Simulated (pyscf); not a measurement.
Structures and frequencies: ωB97X-D3(BJ)/def2-SVP in PySCF. Correlated levels are frozen-core, on RHF or UHF. ΔMP2 is the change of the MP2 total energy from the triple- to the quadruple-zeta basis.

Task: Estimate by transition-state theory (the high-pressure limit) the rate constant of Ga–AsH₂ [singlet] + H₂O → HO–GaH–AsH₂ (singlet surface; H–O broken, Ga–O, Ga–H formed) at 900 K, with CCSD(T)/def2-TZVPP + ΔMP2(QZVPP) energies (ideal gas, 1 atm, RRHO with modes under 100 cm⁻¹ raised to 100, one conformer, R ln 2 for rigid chiral ones; no tunnelling).

Result: The electronic barrier is 31.8 kcal/mol and the thermal terms add +26.2, so ΔG‡ = 58.0 kcal/mol. With k_BT/h = 1.88e+13 s⁻¹ and RT = 1.788 kcal/mol, and a volume of 1.23e-19 cm³ per molecule at 1 atm, k = 1.9e-20 cm³ molecule⁻¹ s⁻¹. The product is born with the 59 kcal/mol of the reverse barrier and needs collisions to keep. Wigner's tunnelling factor for 1523i cm⁻¹ would be 1.25. A shift of 1 kcal/mol in the barrier changes k by a factor 1.7. On the reactant side the descent ends in a bound adduct (not fully relaxed), 10.0 kcal/mol under the separated species and 42.9 kcal/mol under the saddle at ωB97X-D3(BJ)/def2-TZVP. One saddle was located; it need not be the lowest between these sides. The CCSD(T) − MP2 part came from Ansatz, without density fitting, on the same reference. The frozen core leaves the outer d or s,p core shells of the metals and heavy elements correlated in the MP2 and CC values, and def2-TZVPP describes them poorly, which can shift differences by a few kcal/mol. Elements up to Kr have no core potential and no relativistic terms here.
